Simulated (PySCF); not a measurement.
AlCl at M06

Computed with M06; PySCF, no relativity, basis sets Al 6-311G(d,p), Cl 6-311G(d,p).

* state: ¹Σ⁺ (singlet), closed shell
* bond length: 2.155 Å
* harmonic wavenumber: 469 cm⁻¹
* force constant: 1.97 mdyn/Å
* rotational constant Be: 0.2384 cm⁻¹
* anharmonicity ωexe: 2.18 cm⁻¹
* vibration–rotation constant αe: 0.00160 cm⁻¹
* well depth De to Al + Cl: 122.0 kcal/mol
* dissociation energy D0: 121.3 kcal/mol
* HOMO–LUMO gap: 5.36 eV
* bond order (Mayer): 0.90
* dipole moment (positive dipole means Al(−)Cl(+)): -1.99 D
